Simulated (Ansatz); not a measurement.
Working through a rigid torsion scan of C2H4OS, SMILES COC=S

Program: the Python package of Ansatz (0.2.0).

Notebook, run cell by cell (the value of a cell's last expression is shown):

```python
import ansatz
from ase import Atoms
```

```python
atoms = Atoms(["C", "O", "C", "S", "H", "H", "H", "H"], positions=[
    (0.1701, 1.0109, -0.0444),
    (0.6387, -0.2146, 0.3489),
    (-0.1763, -1.2671, 0.0544),
    (0.4745, -2.7592, 0.5085),
    (0.8456, 1.8202, 0.207),
    (-0.0141, 1.0957, -1.1432),
    (-0.7983, 1.2601, 0.4582),
    (-1.0481, -1.0031, -0.4453),
])
```

```python
# relax first, so that the scan starts from a minimum
first = ansatz.Crystal.molecule_from_ase(atoms).calculation()
first = first.basis(gaussian="def2-SVP").functional("b3lyp")
first = first.scf(lower_state_search="off").relax(force_tolerance=0.02, max_steps=80)
atoms.positions = first.run(threads=1, pin="off").report["positions_ang"]

start = atoms.get_dihedral(0, 1, 2, 3)
energies = {}
for turn in range(0, 360, 30):
    turned = atoms.copy()
    turned.set_dihedral(0, 1, 2, 3, start + turn, indices=[2, 3, 7])
    model = (
        ansatz.Crystal.molecule_from_ase(turned).calculation()
        .basis(gaussian="def2-SVP")
        .functional("b3lyp")
        .scf(lower_state_search="off")
    )
    energies[round((start + turn) % 360)] = model.run(threads=1, pin="off").report["free_energy_ev"]
floor = min(energies.values())
print("dihedral C0-O1-C2-S3 (deg)   E - E(min) (kcal/mol)")
for angle, e in sorted(energies.items()):
    print(f"{angle:8d} {23.060548 * (e - floor):14.3f}  " + "#" * int(30 * (e - floor) / max(max(energies.values()) - floor, 1e-9)))
```

    dihedral C0-O1-C2-S3 (deg)   E - E(min) (kcal/mol)
           1          0.000
          31          3.980  ########
          61         10.489  #######################
          91         13.576  #############################
         121         10.660  #######################
         151          6.126  #############
         181          4.302  #########
         211          6.177  #############
         241         10.785  #######################
         271         13.594  ##############################
         301         10.183  ######################
         331          3.368  #######

What to keep in mind:
- The settings weren't tested for convergence.
- The scan is rigid and the energies are electronic, in a modest basis. With rigid groups the curve can differ much from the relaxed path, the start wasn't checked as a minimum of this torsion, and equivalent turns needn't return to the same energy.
- b3lyp holds the VWN-RPA fit, as in Gaussian; the form of ORCA and Turbomole is b3lyp5.
- Timing: 28 s on 1 thread of Arm Neoverse V1 (shared host), peak memory 0.21 GiB.

(Lines on the test bed's own set-up are left out of the output.)
